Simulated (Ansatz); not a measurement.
## Solid iodine

These are PBEsol (Ansatz, a quantum-chemistry and plane-wave program, PAW) values and carry that method's errors.

Run with plane-wave cutoff 520 eV, 8×8×4 k mesh (along the axes of the cell as run), Fermi–Dirac smearing 0.01 eV, scalar-relativistic PAW data made under PBE.

Cell (measured lattice):

Space group Cmce (No. 64); a = 7.258 Å, b = 4.783 Å, c = 9.824 Å, α = 90.00°, β = 90.00°, γ = 90.00°

```json
[
 {"atom": "I", "site": "8f", "symmetry": "m..", "x": "0.0000", "y": "0.1549", "z": "0.1175"}
]
```
(The calculation used a cell of 4 atoms; values per cell refer to that cell.)

```yaml
band_gap: 1.07 eV
smallest_direct_gap_on_the_k_points_sampled: 1.24 eV
```

Note: cell and atoms aren't relaxed at this level (largest force component 0.28 eV/Å, pressure -0.9 GPa).

Spin–orbit coupling is not included; with these elements it can move the gap by several tenths of an eV or more.
